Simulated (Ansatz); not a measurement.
# BP (triplet): from Hartree-Fock to the top rungs at distance B1–P2 = 5.805 Å, 6-31G

How much of the correlation energy of BP (triplet) does each wave-function method recover here?

Computed with Ansatz 0.2.0, Gaussian basis. Level: 6-31G, core rule «outside noble gas», up to 6 orbitals frozen.

Plan: UHF; CCSD(T) on ROHF; CCSD(T) on UHF; BCCD(T) on ROHF; CISD as a restricted active space (open shells left free, so some higher excitations enter); CCSDT(Q) on ROHF; CCSDT(Q) on UHF; CISDTQ; CCSDTQ on UHF; CASSCF and MRCISD+Q, 4 electrons in 4 orbitals; CASSCF and NEVPT2, 4 electrons in 4 orbitals; CASSCF and MRCISD+Q, 8 electrons in 8 orbitals; CASSCF and NEVPT2, 8 electrons in 8 orbitals; Full CI.

22 further runs of the same task are left out: 1 for a known fault of the program, 16 that didn't finish, 5 set aside as unsound or not needed. Runs told in other sessions of the task aren't counted.

**1. The system**

The geometry derives from a PBE0/def2-TZVP stationary point (not a proven minimum). One bond is set to the value named and the two fragments are kept rigid.

2 atoms, charge 0, spin multiplicity 3.

Atoms are counted from 1 here; the program's logs count them from 0.

No contacts short enough for the rule that draws bonds.

**2. UHF**

in.yaml reads:

```yaml
crystal:
  periodic: [false, false, false]
  atoms:
    - {symbol: B, position_ang: [0.000000, 0.000000, 0.000000]}
    - {symbol: P, position_ang: [0.000000, 0.000000, 5.805000]}
basis:
  gaussian: {orbitals: 6-31G}
magnetization: {spin_polarized: true, initial_magnetization: 2}
hamiltonian: {xc: hf}
output: {orbitals: {seedname: orbitals}}
```

Started as:

```bash
$ ansatz run in.yaml --threads 1 --pin off --events-out ev --progress --plain --max-ram 2393MiB
```

The runs that follow: CCSD(T) on ROHF; CCSD(T) on UHF; BCCD(T) on ROHF; CISD as a restricted active space (open shells left free, so some higher excitations enter); CCSDT(Q) on ROHF; CCSDT(Q) on UHF; CISDTQ; CCSDTQ on UHF; CASSCF and MRCISD+Q, 4 electrons in 4 orbitals; CASSCF and NEVPT2, 4 electrons in 4 orbitals; CASSCF and MRCISD+Q, 8 electrons in 8 orbitals; CASSCF and NEVPT2, 8 electrons in 8 orbitals; Full CI.

Before running them: what should the planned runs give, taken together? Wanted: FCI from the RHF energy; RMP2 from FCI; UMP2 from FCI; RCCSD from FCI; RCCSD(T) from FCI; UCCSD(T) from FCI; RCCSDT(Q) from FCI; UCCSDT(Q) from FCI; NEVPT2 pair from FCI.

**Answer**, as computed:

| quantity | value |
| --- | --- |
| FCI from the ROHF energy | -4.1260 eV |
| RMP2 from FCI | +43.94 kcal/mol |
| UMP2 from FCI | +15.05 kcal/mol |
| RCCSD from FCI | +0.42 kcal/mol |
| RCCSD(T) from FCI | -0.09 kcal/mol |
| UCCSD(T) from FCI | +0.13 kcal/mol |
| RCCSDT(Q) from FCI | +0.04 kcal/mol |
| UCCSDT(Q) from FCI | 0.00 kcal/mol |
| NEVPT2 pair from FCI | +15.53 kcal/mol |
| MRCISD+Q pair from FCI | -1.19 kcal/mol |
| NEVPT2 valence from FCI | +5.88 kcal/mol |
| levels within 1 kcal/mol (43 meV) | RCCSD, UCCSD, RCCSD(T), UCCSD(T), BCCD(T), RCCSDT, UCCSDT, CISDTQ, RCCSDT(Q), UCCSDT(Q), UCCSDTQ, MRCISD valence, MRCISD+Q valence |
| T1 diagnostic | 0.391 |
| effectively unpaired electrons | 4.07 |

RCCSD(T) misses by -0.09 kcal/mol, 0.1 % of the correlation energy. RCCSD(T), MRCISD+Q pair, MRCISD+Q valence fall below full CI, which methods that aren't variational can do. The occupations show strong static correlation (4.1 unpaired electrons where one determinant has 2). Coupled cluster on one determinant still stays close here. Of the multireference levels listed MRCISD+Q valence comes nearest in total energy (-0.05 kcal/mol), which doesn't show that its space is the better one. Coupled cluster took another determinant than the lowest Hartree-Fock one. These misses are within one basis, not against nature; the frozen cores of restricted and unrestricted runs differ, which can shift their rows.

Levels on UHF freeze UHF's core orbitals, full CI those of ROHF, so the U rows can settle a little off it for that reason alone.

With open shells the CI space here admits some higher excitations, so it is larger than plain CISD.
